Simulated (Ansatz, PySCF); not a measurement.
Species: C$_{2}$H$_{3}$O, net charge -1, singlet state. It need not be the lowest isomer of its formula. Whether it binds its extra electron was not tested at this geometry. 
Structure (B3LYP-D3(BJ)/def2-TZVP (Ansatz, a quantum-chemistry and plane-wave program) minimum search):
```xyz
6

C      0.1302     0.8511    -0.4547
O     -0.0038    -0.0030     0.8625
C      0.0249    -0.6401    -0.3861
H     -0.9203     1.2008    -0.6200
H     -0.8969    -1.1887    -0.6452
H      0.9162    -1.2540    -0.5898
```
Charge -1, spin multiplicity 1.

Total electronic energies in hartree. Cores are frozen in the correlated levels unless marked. No spin-orbit coupling. No relativistic terms. Basis-set limits of correlation are two-point, X^-3; Hartree-Fock from the larger set. The bracket is a focal-point correction in the basis named.

```csv
level,program,energy (Eh)
HF/cc-pVDZ,Ansatz,-152.19239
PBE/def2-TZVPD,Ansatz,-153.01274
BP86-D4/def2-TZVPD,PySCF + dftd4,-153.20352
B3LYP/def2-TZVPD,Ansatz,-153.19521
MN15/def2-TZVPD,PySCF,-153.01751
CAM-B3LYP-D3(BJ)/def2-TZVPD,Ansatz + dftd3,-153.12278
MP2/6-31G,Ansatz,-152.40225
CCSD(T)/cc-pVDZ,PySCF,-152.69969
"RI-MP2/CBS(aug-cc-pVTZ,aug-cc-pVQZ)+[CCSD(T)-MP2]/aug-cc-pVTZ",Ansatz,-152.9659
```

Totals of different functionals don't rank their quality; only differences between species are comparable.
